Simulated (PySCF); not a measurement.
B3LYP has the VWN-RPA correlation part, as in Gaussian. 

**C2H3, SMILES `[CH]=C` (charge 0, multiplicity 2)**

Level of theory: B3LYP-D3(BJ)/def2-TZVP run with PySCF.

```yaml
highest_occupied_spin_orbital: -6.60 eV
dipole_moment: 0.71 D
total_energy: -77.9403 Ha
cost: about 40 core-seconds (a rough figure)
```

Bonded distances (Å): C1–C2 1.301, C1–H3 1.078, C2–H4 1.092, C2–H5 1.087. Angles (°): C2–C1–H3 138.8, C1–C2–H4 121.9, C1–C2–H5 122.2, H4–C2–H5 115.9.
Charge 0, spin multiplicity 2.
